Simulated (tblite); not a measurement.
Run record: nudged-elastic-band run, dimethyl carbonate (`COC(=O)OC`).

Computed with GFN2-xTB (tblite), gas phase: nudged elastic band of 9 images (0 to 8), spring 0.2 eV/Å², climbing image at the end, force threshold 0.05 eV/Å. No saddle search or frequency run followed, so the top image need not be a first-order saddle, and its height can exceed the method's true barrier by a kcal/mol or more. A driver script takes a list of jobs; this job's settings line and coordinates (Å) are shown. «atoms» counts from 0 and names the dihedral (O5–C3–O2–C1 when counted from 1); «turn» is the rotation in degrees that makes the guess of the end point.

Command:
```bash
OMP_NUM_THREADS=1 python probes_run.py task.json out
```

Input:
```
{"job": {"kind": "neb", "xc": "GFN2-xTB", "basis": "xTB", "atoms": [4, 2, 1, 0], "turn": 180}, "charge": 0, "multiplicity": 1}
C      2.323827     0.052610     0.134840
O      1.107746    -0.591900     0.492988
C      0.000264    -0.001367     0.043108
O     -0.037328     0.996860    -0.618291
O     -1.059098    -0.701463     0.449400
C     -2.318832    -0.184371     0.039156
H      2.343894     1.071677     0.525977
H      3.117300    -0.543296     0.577259
H      2.429980     0.089936    -0.951144
H     -3.064825    -0.861851     0.445488
H     -2.380193    -0.152631    -1.050340
H     -2.461535     0.825111     0.429662
```

What does the run print?

```
image   E - E0 / eV
  0       0.0000
  1       0.0305
  2       0.1437
  3       0.3288
  4       0.4240
  5       0.3078
  6       0.1370
  7       0.0727
  8       0.0588
```

Read off the barriers.

The highest image is 4: 0.424 eV (9.78 kcal/mol) above the start and 0.365 eV (8.42 kcal/mol) above the end. The band met its force threshold.

Which dihedral does each image have?

0: 180°, 1: -168°, 2: -148°, 3: -120°, 4: -89°, 5: -54°, 6: -22°, 7: -6°, 8: 0°.

Give the geometry of the highest image and of the end point.

Image 4:
```
atom  x, y, z in Å
C1      2.146    0.106    0.356
O2      1.261   -0.782   -0.317
C3      0.042   -0.263   -0.606
O4     -0.241    0.279   -1.630
O5     -0.799   -0.474    0.405
C6     -2.137   -0.033    0.213
H7      1.731    0.411    1.321
H8      3.064   -0.456    0.510
H9      2.348    0.989   -0.257
H10    -2.681   -0.323    1.109
H11    -2.570   -0.506   -0.670
H12    -2.163    1.050    0.081
```

Image 8:
```
atom  x, y, z in Å
C1      2.000   -0.003    0.467
O2      1.381   -0.258   -0.785
C3      0.058   -0.214   -0.878
O4     -0.522   -0.419   -1.902
O5     -0.539    0.084    0.290
C6     -1.958    0.145    0.252
H7      1.677   -0.728    1.217
H8      3.068   -0.100    0.287
H9      1.768    1.004    0.819
H10    -2.274    0.388    1.263
H11    -2.372   -0.815   -0.062
H12    -2.285    0.915   -0.450
```

Estimate the wall time. Hardware: Arm Neoverse V1, one thread, no GPU, shared host with 32 logical CPUs at a one-minute load of 16. And the peak memory of the process?

About 3.0 s, with 0.18 GiB resident at the peak, the Python interpreter and its libraries included.
